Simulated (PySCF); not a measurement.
Core-level binding energies of `FP(F)P(F)F`

Compound: P2F4.
SMILES with atom numbers: `[F:1][P:2]([F:3])[P:4]([F:5])[F:6]`

Geometry (PBE0-D3(BJ)/def2-SVP, Å), atoms numbered from 1 in this order:
```xyz
6
P2F4 angstrom
F     -1.2392   -0.9777   -1.2851
P     -0.4832   -1.0245    0.1423
F     -1.6778   -0.4622    1.0728
P      0.4869    1.0139   -0.1409
F      1.2808    0.9761    1.2645
F      1.6558    0.4444   -1.0992
```

Computed, not measured: delta-SCF UKS SCAN, pcX-2 on the ionised atom, pcseg-1 elsewhere, spin-free X2C in PySCF. These are vertical core ionisation energies against the vacuum level, from separate self-consistent calculations with and without the core hole.

List the computed XPS lines with their assignment.

```tsv
atom(s)	environment	level	binding energy (eV)	count
F1/F3/F5/F6	phosphorus-bound fluorine	F 1s	693.43	4
P2/P4	three-coordinate phosphorus	P 1s	2153.78	2
```

Which photon energy gives electrons from F 1s of F1/F3/F5/F6 a kinetic energy of 100 eV, and what is their de Broglie wavelength?

hν = 693.43 + 100 = 793.43 eV, recoil neglected; λ = 12.264 Å/√(E/eV) = 1.23 Å.

Express the binding energy of F 1s of F1/F3/F5/F6 in atomic units and per mole.

693.43 eV = 25.4831 Eh = 66906 kJ/mol.

One atom of each set of topologically equivalent atoms was ionised and stands for the set; in this conformer not all members are related by symmetry, and their own values weren't computed. Not every level is listed. Isolated species at its PBE0-D3(BJ)/def2-SVP geometry (one conformer only).

Time: 8.0 s of wall time; peak memory 0.51 GiB. Hardware: one thread of an Arm Neoverse V2, no GPU, shared host.
